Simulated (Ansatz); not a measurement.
## Strength of the C–C bond: C4H10O2 → 2 C2H5O

Species: C4H10O2 (1,2-dimethoxyethane) `COCCOC`, singlet; C2H5O `[CH2]OC`, doublet. 

Shapes, held fixed at every level: PBE0-D4/def2-TZVP. Flexible molecules stand in one conformer, not always the lowest. Programs: Ansatz 0.2.0. The zero-point and thermal change to 298 K, harmonic and unscaled (PBE0-D4/def2-TZVP), is -20.8 kJ/mol.

```csv
level,kind,ΔH(298 K) (kJ/mol),less CCSD(T)/CBS estimate
HF/def2-TZVPP,Hartree–Fock,+231.3,-115.7
BHLYP-D4/def2-TZVPP,global hybrid,+317.9,-29.1
PBE0-D4/def2-TZVPP,global hybrid,+329.2,-17.8
r2SCAN0-D4/def2-TZVPP,global hybrid,+311.7,-35.3
B2PLYP/def2-TZVPP,double hybrid,+321.2,-25.8
MP2/def2-SVP,perturbation theory,+362.8,+15.8
CCSD(T)/def2-TZVPP,coupled cluster or CI,+340.8,-6.2
CCSD(T)/CBS estimate,coupled cluster or CI,+347.0,0.0
```

The highest level, CCSD(T)/CBS estimate, gives ΔH(298 K) = +347.0 kJ/mol; the levels span +231.3 to +362.8. The column of differences is taken from that level and isn't an error. Hartree–Fock misses the correlation of the pair that is broken and comes out low. No measured value is set beside it here. Open shells run unrestricted unless RO is named. The CBS estimate extrapolates MP2 from def2-TZVPP and def2-QZVPP and adds CCSD(T) − MP2 in the triple-zeta set, cores frozen.
